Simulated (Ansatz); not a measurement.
1T (CdI2-type) HfS2, treated with PBEsol+SOC (Ansatz, a program for electronic structure, plane waves, PAW).

Run with plane-wave cutoff 520 eV, 12×12×6 k mesh (along the axes of the cell as run), Fermi–Dirac smearing 0.01 eV, PAW data made under PBE.

Cell (measured lattice):

```
HfS2
1.0
    3.63500     0.00000     0.00000
   -1.81750     3.14800     0.00000
    0.00000     0.00000     5.83700
Hf S
1 2
Direct
  0.00000   0.00000   0.00000
  0.33333   0.66667   0.24471
  0.66667   0.33333   0.75529
```

Q: What does this level give for the band gap and smallest direct gap on the k points sampled?

A: 
- band gap: 0.92 eV (indirect)
- smallest direct gap on the k points sampled: 1.76 eV

Measured, for comparison: band gap 1.8 eV (temperature not stated, not corrected to a static lattice, fundamental, indirect, our sources range from 1.80 to 1.96; as tabulated in Rybak et al. (2022), arXiv:2210.12074). Computed (rounded) less measured: band gap -0.88 eV (-0.88 eV to -1.04 eV over the range).

Note: cell and atoms aren't relaxed at this level (pressure -1.3 GPa).

It cost around 4 core-minutes (rough) of CPU time.
